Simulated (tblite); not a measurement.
Compound: C3H2ClO2 (charge -1).
Cartesian coordinates in Å at the GFN2-xTB level; atoms count from 1:
```xyz
8
C3H2ClO2 angstrom
C     -1.262   -0.033   -0.027
C     -0.027    0.437   -0.032
Cl     0.240    2.143   -0.136
C      1.262   -0.471    0.053
O      2.340    0.121    0.043
O      0.994   -1.674    0.120
H     -1.392   -1.100    0.039
H     -2.146    0.586   -0.085
```

Method: GFN2-xTB as coded in tblite; computed harmonic values from a numerical Hessian at the method's own geometry, unscaled. Against measured fundamentals such values can be off by several per cent, at times by over 20. One conformer, not necessarily the lowest.

Harmonic wavenumbers (cm⁻¹): 26.9, 169.6, 281.4, 305.0, 422.4, 551.9, 670.4, 692.8, 753.4, 769.2, 869.9, 1075.6, 1278.1, 1361.6, 1665.1, 1808.9, 3046.5, 3118.5.

A = 4943, B = 2447, C = 1637 MHz; mass 104.974 u (most abundant isotopes); point group Cs, symmetry number 1.

Zero-point energy?

½Σν̃ = 9434 cm⁻¹ = 26.97 kcal/mol.

What is S at 273.15 K and 1 bar for an ideal gas of classical rigid rotors and harmonic oscillators?

Translation 39.45, rotation 26.93, vibration 13.06: S = 79.4 cal/(mol K).

And Cp and H(273.15 K) − H(0)?

Cp = 21.00 cal/(mol K), of which vibrations give 13.06 (their classical limit is 18 R = 35.8); H(273.15 K) − H(0) = 3.94 kcal/mol without the zero-point energy, 1.77 from vibrations.

Which modes carry the vibrational entropy at 273.15 K?

26.9 cm⁻¹: 5.87; 169.6 cm⁻¹: 2.28; 281.4 cm⁻¹: 1.38; 305.0 cm⁻¹: 1.25; 422.4 cm⁻¹: 0.76; 551.9 cm⁻¹: 0.45 cal/(mol K); the other 12 give 1.08 together.

Blend soft modes into free rotors: weight 1/[1 + (100 cm⁻¹/ν̃)⁴] for the oscillator and the rest for a rotor with moment μB/(μ + B), μ = h/(8π²ν), B = 10⁻⁴⁴ kg m². What vibrational entropy results?

11.28 cal/(mol K) in place of 13.06, which changes −T·S at 273.15 K by +0.49 kcal/mol.

What must be added to the electronic energy to get the Gibbs energy at 273.15 K and 1 bar?

ZPE + [H(273.15 K) − H(0)] − T·S = 26.97 + 3.94 − 21.70 = 9.21 kcal/mol.

How do the functions run with temperature in this model?

| T (K) | S (cal/(mol K)) | Cp (cal/(mol K)) | H − H(0) (kcal/mol) | G − H(0) (kcal/mol) | ln q(vib) |
| --- | --- | --- | --- | --- | --- |
| 100 | 63.3 | 12.5 | 1.03 | -5.29 | 1.26 |
| 200 | 73.5 | 17.5 | 2.53 | -12.16 | 2.44 |
| 300 | 81.5 | 22.2 | 4.52 | -19.92 | 3.63 |
| 500 | 94.5 | 28.9 | 9.68 | -37.57 | 5.99 |
| 800 | 109.4 | 34.4 | 19.26 | -68.26 | 9.24 |
| 1000 | 117.3 | 36.6 | 26.38 | -90.96 | 11.18 |

q(vib) and H(0) count from the zero-point level.

Hindered rotation and anharmonicity are outside this model. Other conformers, if any are populated, would add a mixing term that is left out.

Run on one thread, x86-64 server, on a shared host. The figure is for the frequency step alone.
